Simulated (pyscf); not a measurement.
Cl–Ga [singlet] + H₂O → HO–GaH–Cl, gas phase, singlet surface. Structures and frequencies: ωB97X-D3(BJ)/def2-SVP in PySCF. MP2 and CC: frozen core, UHF for open shells. ΔMP2 is the change of the MP2 total energy from the triple- to the quadruple-zeta basis. ΔG in kcal/mol from CCSD(T)/def2-TZVPP + ΔMP2(QZVPP) energies (ideal gas, 1 atm, RRHO with modes under 100 cm⁻¹ raised to 100, one conformer, R ln 2 for chiral ones without a mode under 150 cm⁻¹).

```tsv
T (K)	ΔG
298	-5.8
600	?
900	+12.1
1200	+20.5
```

### Question
Fit a line to the three values, predict ΔG at 600 K, and estimate where the reaction turns unfavourable at 1 atm of each gas.

### Answer
Least squares gives ΔG = -14.4 + 29.2 × T/1000 K, so ΔS is about -122 J/(mol K) and ΔH about -14.4 kcal/mol over this range (ΔH at 298 K: -15.0). At 600 K the line gives +3.1; the computed value is +3.4. ΔG = 0 falls near 490 K; 1 kcal/mol in the energy moves that by 34 K. This is thermodynamics alone and says nothing of the barrier. The CCSD(T) − MP2 part came from Ansatz, without density fitting, on the same reference. The frozen core leaves the outer d or s,p core shells of the metals and heavy elements correlated in the MP2 and CC values, and def2-TZVPP describes them poorly, which can shift differences by a few kcal/mol. Elements up to Kr have no core potential and no relativistic terms here.
